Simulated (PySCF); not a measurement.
Bonds broken one at a time in the series C F-Cl. Gas-phase values, no solvent. Strings in code marks are SMILES.

All values below come from ωB97X-D3(BJ)/def2-TZVP // PBE0-D3(BJ)/def2-TZVP run with PySCF 2.14.0. 

| species | dipole moment (D) |
|---|---|
| whole molecule (`FC(F)(F)F`) | 0.00 |
| radical fragment (`F[C](F)F`) | 0.23 |
| whole molecule (`FC(F)(F)Cl`) | 0.37 |
| radical fragment (`F[C](F)Cl`) | 0.36 |
| radical fragment (`[C](F)(Cl)Cl`) | 0.41 |
| whole molecule (`ClC(Cl)(Cl)F`) | (withheld) |
| radical fragment (`Cl[C](Cl)Cl`) | 0.14 |
| whole molecule (`ClC(Cl)(Cl)Cl`) | (withheld) |

Q: Complete the blanks.

A: 
- whole molecule (`ClC(Cl)(Cl)F`), dipole moment (D): 0.38
- whole molecule (`ClC(Cl)(Cl)Cl`), dipole moment (D): 0.00
